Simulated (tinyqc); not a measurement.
Stretching all distances: RHF, UHF, MP2, CISD and CCSD against full CI in the sto-3g basis, for H2O, spin multiplicity 1. Computed by the program tinyqc with PySCF. All coordinates are multiplied by the scale. c0^2 is the weight of the RHF determinant in the lowest singlet FCI state (UHF is spin-contaminated and may lie near states of higher spin) and n(LUMO) the first natural occupation beyond the occupied space.

Geometry (angstrom):
```
atom,x,y,z
O,0.0000,0.0000,0.0000
H,0.0000,0.7500,0.5530
H,0.0000,-0.7500,0.5530
```

Full CI energy (hartree) and errors against it (kcal/mol):
```
scale,distance 1-2 (angstrom),E(FCI),RHF,UHF,MP2,CISD,CCSD,<S^2> UHF,c0^2,n(LUMO)
0.970,0.904,-74.98891,26.798,26.798,7.331,0.309,0.062,0.000,0.979,0.021
1.100,1.025,-75.01885,36.628,36.628,10.876,0.679,0.103,0.000,0.965,0.036
1.230,1.146,-74.99933,49.467,49.467,15.688,1.464,0.180,0.000,0.942,0.060
1.370,1.277,-74.95549,67.032,66.699,22.396,3.145,0.329,0.137,0.905,0.102
1.500,1.398,-74.90931,86.933,68.224,29.972,5.902,0.511,0.868,0.857,0.157
1.630,1.519,-74.86549,110.260,57.046,38.640,10.201,0.600,1.294,0.795,0.231
1.760,1.640,-74.82776,136.804,42.574,48.035,16.257,0.218,1.556,0.719,0.322
1.900,1.770,-74.79595,168.336,28.318,58.239,24.518,-1.566,1.731,0.626,0.436
2.030,1.892,-74.77480,199.217,18.171,67.203,32.984,-5.157,1.832,0.536,0.545
```

What does the comparison show, and why?

UHF parts from RHF first at scale 1.37 of those listed, where <S^2> leaves zero. The weight c0^2 goes from 0.98 to 0.54 and n(LUMO) from 0.02 to 0.55: static correlation grows as the bonds break into open-shell fragments. The spread of the error along the curve, which distorts its shape, is CCSD 5.8, CISD 32.7, UHF 50.1, MP2 59.9, RHF 172.4 kcal/mol. Below FCI somewhere: CCSD, as non-variational methods may be.
